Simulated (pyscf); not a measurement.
Elementary routes open to `[NH2][SiH2][Cl]` + `[NH2]` [doublet] in the gas phase (doublet surface):
A. `[NH2][SiH][Cl]` [doublet] + `[NH3]` (H–Si broken; H–N formed)
B. `[NH][SiH2][Cl]` [doublet] + `[NH3]` (H–N broken; H–N formed)

Optimised with ωB97X-D3(BJ)/def2-SVP in PySCF.

Question: Rank the routes by free-energy barrier at 298 K, lowest first, for ωB97M-D3(BJ)/def2-TZVP energies (ideal gas, 1 atm, RRHO with modes under 100 cm⁻¹ raised to 100, one conformer, R ln 2 for chiral ones without a mode under 150 cm⁻¹).

Answer: A (13.9 kcal/mol), B (20.1 kcal/mol)

Route A is the fastest of these, ahead of the next by 6.2 kcal/mol. The most stable products are those of A (ΔG = -13.4 kcal/mol), so kinetics and thermodynamics agree. At 1200 K A is still the fastest. A: On the reactant side the descent ends in a complex (not fully relaxed), 5.6 kcal/mol under the separated species and 9.9 kcal/mol under the saddle at ωB97X-D3(BJ)/def2-TZVP. B: On the reactant side the descent ends in a complex, 5.5 kcal/mol under the separated species and 16.2 kcal/mol under the saddle at ωB97X-D3(BJ)/def2-TZVP. Only these routes are compared; each barrier is that of the saddle found, and lower ones may exist.
